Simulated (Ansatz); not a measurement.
# C5H7Cl: the cost of one run

The runs use Ansatz 0.2.0, Gaussian basis; the settings change from run to run.

### Step 1. The relaxed structure

The geometry comes from an earlier relaxation with PBE0-D4 in a triple-zeta def2 set; it is a stationary point, not always the lowest conformer.

13 atoms, charge 0, spin multiplicity 1.

Atoms are counted from 1 here; the program's logs count them from 0.

Bond lengths: C1–C2 1.333 Å, C1–H7 1.083 Å, C1–H8 1.081 Å, C2–C3 1.500 Å, C2–C4 1.466 Å, C3–H9 1.093 Å, C3–H10 1.093 Å, C3–H11 1.089 Å, C4–C5 1.331 Å, C4–Cl6 1.738 Å, C5–H12 1.082 Å, C5–H13 1.081 Å. Angles: C2–C1–H7 120.4°, C2–C1–H8 122.0°, H7–C1–H8 117.7°, C1–C2–C3 121.1°, C1–C2–C4 122.5°, C3–C2–C4 116.4°, C2–C3–H9 111.3°, C2–C3–H10 111.3°, C2–C3–H11 110.2°, H9–C3–H10 107.4°, H9–C3–H11 108.2°, H10–C3–H11 108.2°, C2–C4–C5 124.9°, C2–C4–Cl6 117.2°, C5–C4–Cl6 117.9°, C4–C5–H12 120.5°, C4–C5–H13 121.5°, H12–C5–H13 118.1°.

### Step 2. wPBEh/ANO-RCC-VTZP

Options: atoms shaken by 0.15 Å, high accuracy.

File in.yaml:

```yaml
crystal:
  periodic: [false, false, false]
  atoms:
    - {symbol: C, position_ang: [-1.092434, -1.459797, -0.477056]}
    - {symbol: C, position_ang: [-0.070886, -0.516602, -0.015182]}
    - {symbol: C, position_ang: [1.258260, -0.771739, -0.018835]}
    - {symbol: C, position_ang: [-0.760388, 0.992716, 0.019406]}
    - {symbol: C, position_ang: [0.284008, 1.796738, 0.033575]}
    - {symbol: Cl, position_ang: [-2.071065, 1.149549, -0.368607]}
    - {symbol: H, position_ang: [-0.906608, -2.620655, -0.410957]}
    - {symbol: H, position_ang: [-1.903918, -1.024225, -0.765021]}
    - {symbol: H, position_ang: [1.591914, -0.350629, 1.018950]}
    - {symbol: H, position_ang: [1.942768, -0.352228, -0.315217]}
    - {symbol: H, position_ang: [1.326061, -1.719445, 0.236121]}
    - {symbol: H, position_ang: [1.435641, 1.837007, 0.219651]}
    - {symbol: H, position_ang: [-0.155558, 3.202609, -0.018910]}
basis:
  gaussian: {orbitals: ANO-RCC-VTZP}
hamiltonian: {xc: {name: wPBEh}}
accuracy: high
```

Launch:

```sh
$ ansatz run in.yaml --threads 4 --pin off --events-out ev --progress --plain --max-ram 10444MiB
```

Q: Estimate wall time and peak memory on 4 threads of Arm Neoverse V2, shared host.

About 82 s, with a peak of 3.2 GiB.
